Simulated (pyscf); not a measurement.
Thermochemistry of product channels of HO⁻ (SMILES [OH-]) + CH₄ (SMILES C) on the singlet surface, in kJ/mol, from ωB97M-D3(BJ)/def2-TZVPD energies (ideal gas, 1 atm, RRHO with modes under 100 cm⁻¹ raised to 100, one conformer, R ln 2 for rigid chiral ones). Optimised with ωB97X-D3(BJ)/def2-SVPD in PySCF.

```csv
products,ΔE,ΔH(298 K),ΔG(600 K),ΔG(900 K)
H₂O (SMILES O) + CH₃⁻ (SMILES [CH3-]),+134.0,+127.2,+112.8,+105.1
H₃C–O⁻ (SMILES C[O-]) + H₂ (SMILES [H][H]),+99.4,+79.8,+83.7,+84.6
```

These are energies of the channels, which say nothing of barriers.
